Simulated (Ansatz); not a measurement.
Consider the substitution at a C–Cl bond: `ClCC1CO1` + H–F → `FCC1CO1` + HCl.

Isolated molecules relaxed with PBE0-D4/def2-TZVP in Ansatz; ΔE leaves out vibrations. CCSD(T)/CBS is the MP2 limit (def2-TZVPP, def2-QZVPP) plus CCSD(T) − MP2 in def2-TZVPP, frozen cores. This one scheme is used for every species. Functionals use def2-TZVPP. One conformer a species, not always the lowest.

```
        level  ΔE (eV)
      BLYP-D4     0.20
     BHLYP-D4     0.18
         PBE0     0.22
CCSD/def2-SVP     0.05
```

Task: What does CCSD(T)/CBS give? (An estimate is asked.)

Result: Computed: +0.31 eV. The listed levels differ from it by -0.11, -0.13, -0.09, -0.26 eV.

Largest T1 diagnostic among the species: 0.011.

At CCSD(T), def2-SVP lies −0.25 eV from the extrapolated value and def2-TZVPP −0.06 eV. In def2-TZVPP, CCSD(T) changes the Hartree–Fock value by +0.18 eV (the triples alone add +0.03 eV) and MP2 by +0.29 eV.
